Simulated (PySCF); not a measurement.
# BCl (SMILES [B]Cl): CCSDT(Q)/STO-3G

Aim: the energy change on altering one bond length of BCl at CCSDT(Q)/STO-3G, from 2 runs. 

The calculation is run with PySCF 2.14.0.

12 further runs of the same task are left out: 3 that didn't finish, 9 set aside as unsound or not needed.

## (1) The system as given

BCl: 2 atoms, total charge 0, spin state singlet. As SMILES, `[B]Cl`. Geometry: relaxed at GFN2-xTB.

Bond lengths: B1–Cl2 1.579 Å.

## (2) The energy at CCSDT(Q)/STO-3G

job.py reads:

```python
from pyscf import gto, scf, cc

mol = gto.M(
    atom='''
B      0.000000     0.000000     0.000000
Cl     0.000000     0.000000     2.982989
''',
    max_memory=1860,
    basis='sto-3g',
    unit='bohr',
    verbose=3,
)

calc0 = scf.RHF(mol)
calc0.conv_tol = 1e-10
calc0.kernel()
if not calc0.converged:
    calc0 = calc0.newton().run(calc0.mo_coeff, calc0.mo_occ)

mycc = cc.CCSDT(calc0, frozen=6)
mycc.kernel()
e_bracket, e_q = mycc.ccsdt_q()
etot = mycc.e_tot + e_q
print(f'total energy: {etot:.8f} hartree')
```

The run is started by

```
$ OMP_NUM_THREADS=1 python job.py
```

What it wrote:

```text
converged SCF energy = -478.825500502548
_make_eris_incore_RCCSDT

WARN: A large `blksize` is being used, which may cause large memory consumption
      for storing contraction intermediates. If memory is sufficient, consider using
      `pyscf.cc.rccsdt_highm.RCCSDT` instead.

WARN: A large `blksize_oovv` is being used, which may cause large memory consumption
      for storing contraction intermediates. If memory is sufficient, consider using
      `pyscf.cc.rccsdt_highm.RCCSDT` instead.

WARN: A large `blksize_oooo` is being used, which may cause large memory consumption
      for storing contraction intermediates. If memory is sufficient, consider using
      `pyscf.cc.rccsdt_highm.RCCSDT` instead.

RCCSDT converged
E(RCCSDT) = -478.8885562879158   E_corr = -0.06305578536733673
E_corr(same-spin) = -0.00783633304466592
E_corr(oppo-spin) = -0.0552194523226708
_make_eris_incore_RCCSDT
total energy: -478.88871885 hartree
```

Run time: 1.4 s. Hardware: 1 thread of Arm Neoverse N1, shared host; peak memory 0.1 GiB.

## (3) The distorted shape at the same level

input.py reads:

```python
from pyscf import gto, scf, cc

molecule = gto.M(
    atom=[
    ('B', (0.000000, 0.000000, -1.262870)),
    ('Cl', (0.000000, 0.000000, 1.578530)),
],
    verbose=3,
    charge=0,
    basis='sto-3g',
    max_memory=1860,
)

myscf = scf.RHF(molecule)
myscf.conv_tol = 1e-10
myscf.kernel()
if not myscf.converged:
    myscf = myscf.newton().run(myscf.mo_coeff, myscf.mo_occ)

mycc = cc.CCSDT(myscf, frozen=6)
mycc.kernel()
e_bracket, e_q = mycc.ccsdt_q()
e_final = mycc.e_tot + e_q
print('E = %.10f Eh' % e_final)
```

The run is started by

```
$ OMP_NUM_THREADS=1 python input.py
```

What it wrote:

```text
converged SCF energy = -478.698436253305
_make_eris_incore_RCCSDT

WARN: A large `blksize` is being used, which may cause large memory consumption
      for storing contraction intermediates. If memory is sufficient, consider using
      `pyscf.cc.rccsdt_highm.RCCSDT` instead.

WARN: A large `blksize_oovv` is being used, which may cause large memory consumption
      for storing contraction intermediates. If memory is sufficient, consider using
      `pyscf.cc.rccsdt_highm.RCCSDT` instead.

WARN: A large `blksize_oooo` is being used, which may cause large memory consumption
      for storing contraction intermediates. If memory is sufficient, consider using
      `pyscf.cc.rccsdt_highm.RCCSDT` instead.

RCCSDT converged
E(RCCSDT) = -478.785709996069   E_corr = -0.08727374276444951
E_corr(same-spin) = -0.00276649074034438
E_corr(oppo-spin) = -0.0845072520241051
_make_eris_incore_RCCSDT
E = -478.7873600772 Eh
```

It took 1.6 s on 1 thread of Arm Neoverse N1, shared host; peak memory 0.1 GiB.

## (4) What came out

Level: CCSDT(Q)/STO-3G, 6 core orbitals frozen.

| quantity | value |
| --- | --- |
| first shape: total energy | -478.88872 Eh |
| first shape: dipole moment (Hartree–Fock density) | 0.54 D |
| first shape: HOMO energy (Hartree–Fock orbitals) | -7.74 eV |
| first shape: LUMO energy (Hartree–Fock orbitals) | 7.08 eV |
| first shape: HOMO–LUMO gap (Hartree–Fock orbitals) | 14.82 eV |
| first shape: correlation energy (6 core orbitals frozen) | -63.2 mEh |
| first shape: T1 diagnostic | 0.013 |
| distorted shape: total energy | -478.78736 Eh |
| distorted shape: dipole moment (Hartree–Fock density) | 7.36 D |
| distorted shape: HOMO energy (Hartree–Fock orbitals) | -6.61 eV |
| distorted shape: LUMO energy (Hartree–Fock orbitals) | 2.92 eV |
| distorted shape: HOMO–LUMO gap (Hartree–Fock orbitals) | 9.53 eV |
| distorted shape: correlation energy (6 core orbitals frozen) | -88.9 mEh |
| distorted shape: T1 diagnostic | 0.054 |
| energy change with the B1–Cl2 bond stretched from 1.579 to 2.841 Å | 2.758 eV |

With the B1–Cl2 bond stretched from 1.579 to 2.841 Å the energy rises by 2.76 eV (266 kJ/mol). The first shape isn't relaxed at this level, so the change isn't measured from a minimum. The minimal basis adds a large error of its own. The T1 diagnostic (distorted shape) of 0.054 is above the customary mark for such species, so a single reference may not serve.
